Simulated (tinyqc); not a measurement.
Inside a calculation. Method: CCD on RHF in the sto-3g basis, frozen core, for LiH, spin multiplicity 1. Computed by tinyqc, a small Python program that keeps every step (integrals from PySCF). Settings: charge = 0, multiplicity = 1, basis = sto-3g, method = RHF, frozen orbitals = 1, energy threshold = 1e-10, iteration cap = 84, orthogonalisation = symmetric, start = atomic densities, DIIS depth = 6, amplitude equations = CCD, DIIS depth for amplitudes = 0, cap on updates = 63. Command: `OMP_NUM_THREADS=1 python tinyqc.py 24429 24430 out.jsonl` (the two numbers bound the seeds that draw the settings). One thread of a shared host (Intel(R) Xeon(R) Processor @ 2.60GHz), about 0.1 s of CPU time with the checks. The early iterations of the SCF are left out here.

## One-electron integrals

Geometry (angstrom):
```
atom         x         y         z
Li    0.000000  0.000000  0.000000
H     0.000000  0.000000  1.557000
```

Basis sto-3g: exponents (1/bohr^2) and contraction coefficients of normalised primitives:
```
element  l (shell)   exponent  coefficient
Li           s (1)  16.119575     0.154329
Li           s (1)   2.936201     0.535328
Li           s (1)   0.794651     0.444635
Li           s (2)   0.636290    -0.099967
Li           s (2)   0.147860     0.399513
Li           s (2)   0.048089     0.700115
Li           p (3)   0.636290     0.155916
Li           p (3)   0.147860     0.607684
Li           p (3)   0.048089     0.391957
H            s (1)   3.425251     0.154329
H            s (1)   0.623914     0.535328
H            s (1)   0.168855     0.444635
```

Overlap, kinetic and nuclear-attraction integrals over the contracted functions; the nuclear repulsion is the sum of Za Zb / Rab.

nuclear repulsion = 1.01960927 hartree

overlap S, order 1Li 1s, 1Li 2s, 1Li 2px, 1Li 2py, 1Li 2pz, 2H 1s:
```
[[1.000000, 0.241137, 0.000000, 0.000000, 0.000000, 0.072897],
 [0.241137, 1.000000, 0.000000, 0.000000, 0.000000, 0.406021],
 [0.000000, 0.000000, 1.000000, 0.000000, 0.000000, 0.000000],
 [0.000000, 0.000000, 0.000000, 1.000000, 0.000000, 0.000000],
 [0.000000, 0.000000, 0.000000, 0.000000, 1.000000, 0.520714],
 [0.072897, 0.406021, 0.000000, 0.000000, 0.520714, 1.000000]]
```

kinetic energy T (hartree), order 1Li 1s, 1Li 2s, 1Li 2px, 1Li 2py, 1Li 2pz, 2H 1s:
```
[[3.576786, -0.020237, 0.000000, 0.000000, 0.000000, -0.016384],
 [-0.020237, 0.102163, 0.000000, 0.000000, 0.000000, 0.045070],
 [0.000000, 0.000000, 0.319682, 0.000000, 0.000000, 0.000000],
 [0.000000, 0.000000, 0.000000, 0.319682, 0.000000, 0.000000],
 [0.000000, 0.000000, 0.000000, 0.000000, 0.319682, 0.135410],
 [-0.016384, 0.045070, 0.000000, 0.000000, 0.135410, 0.760032]]
```

nuclear attraction V (hartree), order 1Li 1s, 1Li 2s, 1Li 2px, 1Li 2py, 1Li 2pz, 2H 1s:
```
[[-8.322751, -1.046292, 0.000000, 0.000000, -0.016996, -0.315514],
 [-1.046292, -1.502782, 0.000000, 0.000000, -0.124503, -0.765341],
 [0.000000, 0.000000, -1.459537, 0.000000, 0.000000, 0.000000],
 [0.000000, 0.000000, 0.000000, -1.459537, 0.000000, 0.000000],
 [-0.016996, -0.124503, 0.000000, 0.000000, -1.559625, -0.995184],
 [-0.315514, -0.765341, 0.000000, 0.000000, -0.995184, -2.243001]]
```

core Hamiltonian H = T + V (hartree), order 1Li 1s, 1Li 2s, 1Li 2px, 1Li 2py, 1Li 2pz, 2H 1s:
```
[[-4.745965, -1.066529, 0.000000, 0.000000, -0.016996, -0.331898],
 [-1.066529, -1.400618, 0.000000, 0.000000, -0.124503, -0.720271],
 [0.000000, 0.000000, -1.139855, 0.000000, 0.000000, 0.000000],
 [0.000000, 0.000000, 0.000000, -1.139855, 0.000000, 0.000000],
 [-0.016996, -0.124503, 0.000000, 0.000000, -1.239944, -0.859774],
 [-0.331898, -0.720271, 0.000000, 0.000000, -0.859774, -1.482969]]
```

## Two-electron integrals

Functions are numbered as in S; the eight-fold symmetry (ij|kl) = (ji|kl) = (kl|ij) leaves the list below.

Two-electron integrals (ij|kl) in chemists' order, unique and non-zero (hartree):
```
(11|11) 1.680395   (21|11) 0.265420   (21|21) 0.049941   (22|11) 0.397727
(22|21) 0.092860   (22|22) 0.290562   (31|31) 0.008981   (32|31) 0.013788
(32|32) 0.064184   (33|11) 0.396640   (33|21) 0.092880   (33|22) 0.290497
(33|33) 0.312946   (41|41) 0.008981   (42|41) 0.013788   (42|42) 0.064184
(43|43) 0.016869   (44|11) 0.396640   (44|21) 0.092880   (44|22) 0.290497
(44|33) 0.279207   (44|44) 0.312946   (51|51) 0.008981   (52|51) 0.013788
(52|52) 0.064184   (53|53) 0.016869   (54|54) 0.016869   (55|11) 0.396640
(55|21) 0.092880   (55|22) 0.290497   (55|33) 0.279207   (55|44) 0.279207
(55|55) 0.312946   (61|11) 0.078186   (61|21) 0.014779   (61|22) 0.027925
(61|33) 0.027596   (61|44) 0.027596   (61|51) 0.001745   (61|52) 0.003359
(61|55) 0.028597   (61|61) 0.004780   (62|11) 0.157532   (62|21) 0.037094
(62|22) 0.119685   (62|33) 0.113873   (62|44) 0.113873   (62|51) 0.006068
(62|52) 0.034508   (62|55) 0.131181   (62|61) 0.013051   (62|62) 0.078070
(63|31) 0.003230   (63|32) 0.014329   (63|53) 0.005538   (63|63) 0.006114
(64|41) 0.003230   (64|42) 0.014329   (64|54) 0.005538   (64|64) 0.006114
(65|11) 0.187804   (65|21) 0.044747   (65|22) 0.150109   (65|33) 0.140145
(65|44) 0.140145   (65|51) 0.009461   (65|52) 0.052771   (65|55) 0.169849
(65|61) 0.016486   (65|62) 0.107902   (65|65) 0.151807   (66|11) 0.338341
(66|21) 0.081151   (66|22) 0.285035   (66|33) 0.260490   (66|44) 0.260490
(66|51) 0.015951   (66|52) 0.107010   (66|55) 0.333682   (66|61) 0.030086
(66|62) 0.228818   (66|65) 0.329537   (66|66) 0.774606
```

## Orthogonalisation

S = U s U^T; symmetric (Loewdin) form X = U s^(-1/2) U^T, so that X^T S X = 1.

eigenvalues of S: [0.334904, 0.798423, 1.000000, 1.000000, 1.168416, 1.698257]

X, order 1Li 1s, 1Li 2s, 1Li 2px, 1Li 2py, 1Li 2pz, 2H 1s:
```
[[1.023025, -0.127987, 0.000000, 0.000000, -0.003560, 0.003796],
 [-0.127987, 1.117290, 0.000000, 0.000000, 0.120254, -0.290680],
 [0.000000, 0.000000, 1.000000, 0.000000, 0.000000, 0.000000],
 [0.000000, 0.000000, 0.000000, 1.000000, 0.000000, 0.000000],
 [-0.003560, 0.120254, 0.000000, 0.000000, 1.153012, -0.370677],
 [0.003796, -0.290680, 0.000000, 0.000000, -0.370677, 1.246280]]
```

## Starting guess

The start is atomic minimal-basis densities projected into this basis (PySCF's MINAO start) and scaled to the electron count of each spin; this density is not idempotent, so its energy is not variational and may lie below the converged one.

D at the start, order 1Li 1s, 1Li 2s, 1Li 2px, 1Li 2py, 1Li 2pz, 2H 1s:
```
[[2.075366, -0.231221, 0.000000, 0.000000, -0.002793, 0.002302],
 [-0.231221, 1.051733, 0.000000, 0.000000, 0.016977, 0.077293],
 [0.000000, 0.000000, 0.000000, 0.000000, 0.000000, 0.000000],
 [0.000000, 0.000000, 0.000000, 0.000000, 0.000000, 0.000000],
 [-0.002793, 0.016977, 0.000000, 0.000000, 0.005079, 0.064893],
 [0.002302, 0.077293, 0.000000, 0.000000, 0.064893, 0.848651]]
```

## Iteration 8 (converged): orbitals

converged F (hartree), order 1Li 1s, 1Li 2s, 1Li 2px, 1Li 2py, 1Li 2pz, 2H 1s:
```
[[-2.345172, -0.639909, 0.000000, 0.000000, 0.013896, -0.198653],
 [-0.639909, -0.229110, 0.000000, 0.000000, -0.107818, -0.275494],
 [0.000000, 0.000000, 0.163894, 0.000000, 0.000000, 0.000000],
 [0.000000, 0.000000, 0.000000, 0.163894, 0.000000, 0.000000],
 [0.013896, -0.107818, 0.000000, 0.000000, -0.004611, -0.237806],
 [-0.198653, -0.275494, 0.000000, 0.000000, -0.237806, -0.157977]]
```

Diagonalise F' = X^T F X, C = X C', fill 2 alpha and 2 beta electrons from the bottom; D = 2 C_occ C_occ^T. Each column has its largest component positive (the first on a tie).

F' = X^T F X (hartree):
```
[[-2.292064, -0.350705, 0.000000, 0.000000, 0.026425, -0.045920],
 [-0.350705, -0.003435, 0.000000, 0.000000, 0.024769, -0.280697],
 [0.000000, 0.000000, 0.163894, 0.000000, 0.000000, 0.000000],
 [0.000000, 0.000000, 0.000000, 0.163894, 0.000000, 0.000000],
 [0.026425, 0.024769, 0.000000, 0.000000, 0.166667, -0.321149],
 [-0.045920, -0.280697, 0.000000, 0.000000, -0.321149, 0.130184]]
```

orbital energies (hartree): [-2.347830, -0.288896, 0.078580, 0.163894, 0.163894, 0.559498]

coefficients C, order 1Li 1s, 1Li 2s, 1Li 2px, 1Li 2py, 1Li 2pz, 2H 1s:
```
[[0.991202, -0.170046, -0.209477, 0.000000, 0.000000, 0.087814],
 [0.032441, 0.451387, 0.800239, 0.000000, 0.000000, -0.720062],
 [0.000000, 0.000000, 0.000000, -0.515655, 0.856796, 0.000000],
 [0.000000, 0.000000, 0.000000, 0.856796, 0.515655, 0.000000],
 [-0.006655, 0.347528, -0.612543, 0.000000, 0.000000, -0.992614],
 [0.005401, 0.546696, -0.137173, 0.000000, 0.000000, 1.207230]]
```

D after iteration 8, order 1Li 1s, 1Li 2s, 1Li 2px, 1Li 2py, 1Li 2pz, 2H 1s:
```
[[2.022793, -0.089202, 0.000000, 0.000000, -0.131385, -0.175221],
 [-0.089202, 0.409606, 0.000000, 0.000000, 0.313308, 0.493894],
 [0.000000, 0.000000, 0.000000, 0.000000, 0.000000, 0.000000],
 [0.000000, 0.000000, 0.000000, 0.000000, 0.000000, 0.000000],
 [-0.131385, 0.313308, 0.000000, 0.000000, 0.241640, 0.379913],
 [-0.175221, 0.493894, 0.000000, 0.000000, 0.379913, 0.597812]]
```

Within a degenerate level the vectors are fixed only up to a rotation; this is one choice.

## Convergence

Stop when the energy changes by less than 1e-10 hartree and every element of the error matrix X^T (F D S - S D F) X is below 3e-06.

Course of the cycle:
```
iteration  E (hartree)     change  largest element of the error matrix
1          -7.66975732          -                             1.89e-01
2          -7.85463459  -1.85e-01                             7.54e-02
3          -7.86189461  -7.26e-03                             1.91e-02
4          -7.86280012  -9.06e-04                             5.21e-03
5          -7.86295826  -1.58e-04                             2.39e-04
6          -7.86295851  -2.49e-07                             2.30e-05
7          -7.86295851  -1.50e-09                             6.45e-07
8          -7.86295851  -7.78e-13                             1.52e-07
```

PySCF RHF in the same basis = -7.86295851 hartree

Converged in 8 iterations.

## Populations, bond orders and dipole

Mulliken: Z minus the diagonal of D S on the atom; Loewdin: the same with S^(1/2) D S^(1/2); Mayer order: 2 sum_s sum (D(s) S)_ij (D(s) S)_ji over the two atoms.

Charges (e):
```
atom   Mulliken    Loewdin
1Li   -0.016604  -0.013151
2H     0.016604   0.013151
```

Mayer bond orders:
```
pair     order
2-1   0.999724
```

dipole moment about the origin, x y z (debye): [0.000000, 0.000000, -4.848577]

## Integrals over molecular orbitals

(pq|rs) = sum C_ip C_jq C_kr C_ls (ij|kl), one index at a time.

one-electron integrals over orbitals h = C^T H C (hartree):
```
[[-4.736448, 0.107148, 0.167470, 0.000000, 0.000000, -0.031121],
 [0.107148, -1.509394, 0.034085, 0.000000, 0.000000, -0.065124],
 [0.167470, 0.034085, -1.128493, 0.000000, 0.000000, 0.031253],
 [0.000000, 0.000000, 0.000000, -1.139855, 0.000000, 0.000000],
 [0.000000, 0.000000, 0.000000, 0.000000, -1.139855, 0.000000],
 [-0.031121, -0.065124, 0.031253, 0.000000, 0.000000, -0.943496]]
```

Two-electron integrals over orbitals (pq|rs), unique and non-zero (hartree); the lowest 1 orbital is frozen and left out:
```
(22|22) 0.490300    (32|22) -0.047860   (32|32) 0.012647    (33|22) 0.224866
(33|32) 0.006917    (33|33) 0.338315    (42|42) 0.023662    (43|42) 0.019243
(43|43) 0.041289    (44|22) 0.272299    (44|32) 0.005307    (44|33) 0.282094
(44|44) 0.312946    (52|52) 0.023662    (53|52) 0.019243    (53|53) 0.041289
(54|54) 0.016869    (55|22) 0.272299    (55|32) 0.005307    (55|33) 0.282094
(55|44) 0.279207    (55|55) 0.312946    (62|22) 0.129060    (62|32) -0.034103
(62|33) -0.011230   (62|44) -0.014051   (62|55) -0.014051   (62|62) 0.123479
(63|22) -0.051159   (63|32) 0.008979    (63|33) 0.036003    (63|44) 0.001870
(63|55) 0.001870    (63|62) -0.031518   (63|63) 0.026364    (64|42) -0.019567
(64|43) -0.013795   (64|64) 0.019635    (65|52) -0.019567   (65|53) -0.013795
(65|65) 0.019635    (66|22) 0.455470    (66|32) -0.042842   (66|33) 0.241704
(66|44) 0.268669    (66|55) 0.268669    (66|62) 0.136956    (66|63) -0.043861
(66|66) 0.455120
```

## CCD: starting amplitudes

t_ij^ab = <ij||ab> / (e_i + e_j - e_a - e_b), whose energy is MP2.

Starting amplitudes (spin orbitals 1a, 1b, ...; amplitudes related by a flip of all spins are not repeated):
```
from      to          t
2a 2b  6a 6b  -0.072772
2a 2b  3a 6b   0.028048
2a 2b  5a 5b  -0.026129
2a 2b  4a 4b  -0.026129
2a 2b  3a 3b  -0.017208
```

correlation energy = -0.01235295 hartree

## CCD: amplitude update 1

t_ij^ab D_ij^ab are set to the remaining terms of the spin-orbital equations, evaluated with the old amplitudes; for the doubles these are <ij||ab> + 1/2 <ab||ef> t_ij^ef + 1/2 <mn||ij> t_mn^ab + P(ij)P(ab) <mb||ej> t_im^ae + terms in t^2, D the orbital-energy denominators.

Amplitudes after update 1 (spin orbitals 1a, 1b, ...; amplitudes related by a flip of all spins are not repeated):
```
from      to          t
2a 2b  6a 6b  -0.099173
2a 2b  3a 6b   0.040857
2a 2b  5a 5b  -0.028954
2a 2b  4a 4b  -0.028954
2a 2b  3a 3b  -0.020394
```

correlation energy = -0.01666058 hartree

## CCD: amplitude update 2

As before.

Amplitudes after update 2 (spin orbitals 1a, 1b, ...; amplitudes related by a flip of all spins are not repeated):
```
from      to          t
2a 2b  6a 6b  -0.108777
2a 2b  3a 6b   0.046231
2a 2b  5a 5b  -0.028361
2a 2b  4a 4b  -0.028361
2a 2b  3a 3b  -0.022786
```

correlation energy = -0.01821519 hartree

## CCD: amplitude update 3

As before.

Amplitudes after update 3 (spin orbitals 1a, 1b, ...; amplitudes related by a flip of all spins are not repeated):
```
from      to          t
2a 2b  6a 6b  -0.112277
2a 2b  3a 6b   0.048570
2a 2b  5a 5b  -0.027697
2a 2b  4a 4b  -0.027697
2a 2b  3a 3b  -0.024078
```

correlation energy = -0.01879176 hartree

## CCD: convergence

E_corr = 1/4 sum <ij||ab> t_ij^ab; stop when the norm of the change is below 1e-8.

Course of the amplitude iterations:
```
update  correlation energy (hartree)  norm of the change
0                        -0.01235295                   -
1                        -0.01666058            6.48e-02
2                        -0.01821519            2.50e-02
3                        -0.01879176            1.01e-02
4                        -0.01901147            4.23e-03
5                        -0.01909710            1.80e-03
6                        -0.01913110            7.74e-04
7                        -0.01914481            3.36e-04
8                        -0.01915042            1.47e-04
9                        -0.01915274            6.43e-05
10                       -0.01915371            2.83e-05
11                       -0.01915411            1.24e-05
12                       -0.01915429            5.49e-06
13                       -0.01915436            2.42e-06
14                       -0.01915439            1.07e-06
15                       -0.01915441            4.72e-07
16                       -0.01915441            2.08e-07
17                       -0.01915442            9.20e-08
18                       -0.01915442            4.06e-08
19                       -0.01915442            1.79e-08
20                       -0.01915442            7.92e-09
```

Converged amplitudes (spin orbitals 1a, 1b, ...; amplitudes related by a flip of all spins are not repeated):
```
from      to          t
2a 2b  6a 6b  -0.114326
2a 2b  3a 6b   0.050436
2a 2b  5a 5b  -0.027001
2a 2b  4a 4b  -0.027001
2a 2b  3a 3b  -0.025285
```

CCD total energy = -7.88211293 hartree

Converged in 20 updates.
